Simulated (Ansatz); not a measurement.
Tantalum, bcc: convergence with Fermi-Dirac smearing

Computed with Ansatz, PBE, scalar-relativistic PAW, on the relaxed cell (a = 3.321 Å; spin not included). Errors count from a run at 420 eV on a Γ-centred 22×22×22 mesh with Fermi-Dirac smearing of 0.1 eV, extrapolated to zero width. Fixed here: cutoff 420 eV, mesh 13×13×13. The SCF starts from atomic densities corrected by a trained network.

| width (eV) | E(σ→0) error (meV/atom) | F error (meV/atom) | P (GPa) | SCF iterations |
| --- | --- | --- | --- | --- |
| 0.01 | -0.8 | -1.0 | 0.35 | 6 |
| 0.03 | -0.5 | -2.5 | 0.23 | 6 |
| 0.1 | -1.2 | -23.4 | 0.00 | 6 |
| 0.2 | -5.5 | -86.9 | 0.40 | 6 |
| 0.3 | -15.4 | -184.2 | 1.24 | 6 |
| 0.6 | -65.6 | -643.1 | 5.03 | 6 |
| 1.0 | -112.7 | -1635.4 | 13.45 | 6 |
